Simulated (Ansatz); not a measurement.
# BFHNa (SMILES F[BH][Na]): one structure at several levels

The task here is to estimate one member of a computed series from the others.

Program: Ansatz 0.2.0, Gaussian basis. Level of theory: single points in def2-TZVPP. These are calculated values, not measurements.

Cores are frozen in the correlated methods. The outer core shell of Li, Na, Mg and K is correlated. B3LYP uses VWN-RPA correlation.

## The system as given

SMILES `F[BH][Na]`, 4 atoms, charge 0, spin multiplicity 1.

Atoms are counted from 1 here; the program's logs count them from 0.

Bond lengths: F1–B2 1.372 Å, B2–Na3 2.368 Å, B2–H4 1.274 Å. Angles: F1–B2–Na3 105.3°, F1–B2–H4 106.5°, Na3–B2–H4 148.3°.

Geometry (Å):

```xyz
4
BFHNa
F    -0.0884    0.8860   -0.9432
B    -0.2696    0.0089    0.0962
Na    1.8369   -1.0246    0.4150
H    -1.4888    0.1152    0.4499
```

The first run:

The input, run/in.yaml:

```yaml
crystal:
  periodic: [false, false, false]
  atoms:
    - {symbol: F, position_ang: [-0.088400, 0.886000, -0.943200]}
    - {symbol: B, position_ang: [-0.269600, 0.008900, 0.096200]}
    - {symbol: Na, position_ang: [1.836900, -1.024600, 0.415000]}
    - {symbol: H, position_ang: [-1.488800, 0.115200, 0.449900]}
basis:
  gaussian: {orbitals: def2-TZVPP}
correlation: {method: ccsd_t}
output: {forces: true}
```

No record of the launch command was kept for these runs.

Steps of the session up to this table: CCSD(T)/def2-TZVPP; PBE0-D4/def2-TZVPP; wB97M-V/def2-TZVPP; r2SCAN-D4/def2-TZVPP; PBE-D4/def2-TZVPP; CAM-B3LYP-D4/def2-TZVPP; B3LYP-D4/def2-TZVPP.

One of the session's tables, all rows but one given; the rest of the session is left out.

| method | RMS force component (eV/Å) | angle to CCSD(T) forces (°) | dipole (D) |
| --- | --- | --- | --- |
| CCSD(T) | 0.577 | reference | 6.28 |
| PBE0-D4 | 0.616 | 14.1 | 5.82 |
| wB97M-V | 0.579 | 4.9 | 6.20 |
| r2SCAN-D4 | 0.594 | 8.3 | 5.79 |
| PBE-D4 | 0.530 | 7.2 | 5.12 |
| CAM-B3LYP-D4 | 0.618 | 12.2 | 6.02 |
| B3LYP-D4 | ? | ? | ? |

Estimate the missing values for B3LYP-D4.

The run gave: RMS force component (eV/Å): 0.622; angle to CCSD(T) forces (°): 8.8; dipole (D): 5.59. In the column «RMS force component (eV/Å)» it is the highest.
